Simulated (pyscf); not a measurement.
**Routes from `[PH2][Ga]` [singlet] + `[OH2]`**

Candidate steps break at most two bonds and form at most two. Each was searched with GFN2-xTB (tblite) first. Structures and frequencies: ωB97X-D3(BJ)/def2-SVP in PySCF. Energies: ωB97M-D3(BJ)/def2-TZVP, kcal/mol, from the separated reactants, singlet surface; ΔG‡ with ideal gas, 1 atm, RRHO with modes under 100 cm⁻¹ raised to 100, one conformer, R ln 2 for chiral ones without a mode under 150 cm⁻¹.

```json
[
 {"products": "HO–GaH–PH₂", "type": "insertion", "ΔE‡": "32.9", "ΔE": "-26.5", "ΔG‡ 298 K": "40.0", "ΔG‡ 900 K": "59.2", "ν‡ (cm⁻¹)": "1516i"},
 {"products": "O=Ga–PH₂ + H₂", "type": "concerted two-bond exchange", "ΔE‡": "80.5", "ΔE": "+25.7", "ΔG‡ 298 K": "84.4", "ΔG‡ 900 K": "102.5", "ν‡ (cm⁻¹)": "1434i"}
]
```

Row 1: On the reactant side the descent ends in a bound adduct (not fully relaxed), 10.2 kcal/mol under the separated species and 42.5 kcal/mol under the saddle at ωB97X-D3(BJ)/def2-TZVP. Row 2: On the reactant side the descent ends in a bound adduct, 10.3 kcal/mol under the separated species and 91.9 kcal/mol under the saddle at ωB97X-D3(BJ)/def2-TZVP. 

Plain bond fissions and candidates not yet searched are not listed, and one of them may be faster. Each barrier is that of the saddle found; lower ones may exist. A restricted solution here is unstable towards spin polarisation, so biradical character is likely and single-reference numbers are less safe. Elements up to Kr have no core potential and no relativistic terms here.
